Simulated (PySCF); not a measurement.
2-methyl-2-oxazoline, C4H7NO.
InChI=1S/C4H7NO/c1-4-5-2-3-6-4/h2-3H2,1H3

A linear-response calculation (PySCF, def2-SVPD basis, gas phase, vertical, core orbitals frozen in the response) gave these numbers; the functional is withheld.

Orbital energies (eV): HOMO-3 -12.09, HOMO-2 -11.88, HOMO-1 -9.81, HOMO -8.97, LUMO 2.34, LUMO+1 2.48, LUMO+2 2.87.

| state | E (eV) | f | main configurations (H = HOMO, L = LUMO) |
| --- | --- | --- | --- |
| S1 | 6.67 | 0.0055 | H-1→L+1 (96%) |
| S2 | 6.98 | 0.0056 | H→L (87%) |
| S3 | 7.04 | 0.153 | H→L+1 (93%) |
| S4 | 7.89 | 0.0002 | H→L+2 (80%), H→L+5 (13%) |
| S5 | 7.92 | 0.038 | H-1→L (83%) |
| S6 | 8.39 | 0.011 | H→L+3 (90%) |

Triplets (Tamm–Dancoff): T1 4.95 eV, H→L+1 (89%); T2 5.96 eV, H-1→L+1 (94%); T3 6.92 eV, H→L (86%), H→L+5 (9%); T4 7.76 eV, H→L+2 (72%), H→L+5 (16%).

Vertical ionisation energy by ΔSCF with the same functional: 9.30 eV. Mean static polarisability: 56.6 au.

Question: Name the functional.
A. wB97X-D
B. PBE
C. HF
D. PBE0

Answer: A. wB97X-D is range-separated, 22% exact exchange at short range and 100% at long range (ω = 0.2 bohr⁻¹). In this run −ε(HOMO) = 8.97 eV differs from the ΔSCF value by -0.33 eV, and S1 differs from the orbital gap of 11.31 eV by -4.64 eV. The ratio −ε(HOMO)/IP is 0.96. Small neutral molecules mostly give 0.89 to 0.99 with wB97X-D, 0.5 to 0.7 with PBE, 0.7 to 0.83 with PBE0; Hartree–Fock can't fall below 1, since the ion's relaxation only lowers the ΔSCF value.

The calculation used TDDFT wB97X-D/def2-SVPD, vertical, gas phase, core orbitals frozen in the response (PySCF). Geometry: PBE0-D3(BJ)/def2-SVP; no solvent, vibrations or thermal averaging.

The run took 61 s wall on an Arm Neoverse V1 with one thread, no GPU, shared host.
